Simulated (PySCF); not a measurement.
**Deuteron quadrupole couplings in `C=C(F)C(C)=O`**

C4H5FO.
Z-matrix (Å and degrees, PBE0-D3(BJ)/def2-SVP geometry), rows numbered from 1:
```
C 
C   1  1.3307
F   2  1.3365  1  121.87
C   2  1.4987  1  123.85  3  -179.97
C   4  1.5021  2  116.40  1   179.52
O   4  1.2083  2  120.08  1    -0.30
H   1  1.0902  2  117.88  3  -179.52
H   1  1.0907  2  121.46  3     0.25
H   5  1.0962  4  109.26  2   177.92
H   5  1.1015  4  110.10  2   -61.10
H   5  1.1008  4  110.57  2    56.20
```

Level: PBE0/pcSseg-1 (PySCF, non-relativistic); Q(2H) = 0.00286 b; rigid geometry, the same for H and D, with no vibrational averaging.

Question: Rank these positions by the coupling χzz of a deuteron there, largest first.
A. H8 (vinylic hydrogen)
B. H10 (methyl hydrogen)
C. H9 (methyl hydrogen)

Answer: A (208 kHz), C (198 kHz), B (194 kHz).

Q: Tabulate Vzz, the asymmetry η and χzz = 234.96 MHz × Q × Vzz for every hydrogen position.

A: 
```json
{"atom": "H7", "bonded to": "C1", "bond length (Å)": "1.090", "Vzz (au)": "0.3051", "η": "0.04", "χzz (kHz)": "205"}
{"atom": "H8", "bonded to": "C1", "bond length (Å)": "1.091", "Vzz (au)": "0.3091", "η": "0.04", "χzz (kHz)": "208"}
{"atom": "H9", "bonded to": "C5", "bond length (Å)": "1.096", "Vzz (au)": "0.2952", "η": "0.02", "χzz (kHz)": "198"}
{"atom": "H10", "bonded to": "C5", "bond length (Å)": "1.102", "Vzz (au)": "0.2886", "η": "0.04", "χzz (kHz)": "194"}
{"atom": "H11", "bonded to": "C5", "bond length (Å)": "1.101", "Vzz (au)": "0.2892", "η": "0.04", "χzz (kHz)": "194"}
```

Q: How does χzz go with the bond length over the 5 C–H bonds?

A: A straight-line fit has a slope of -11.4 kHz for each 0.01 Å, with a correlation coefficient of -0.98, over lengths from 1.090 to 1.102 Å. The longer bonds have the smaller couplings here.

Isolated species at its PBE0-D3(BJ)/def2-SVP geometry (one conformer only). The basis is small and wasn't made for field gradients, so the couplings can be 20 % off.
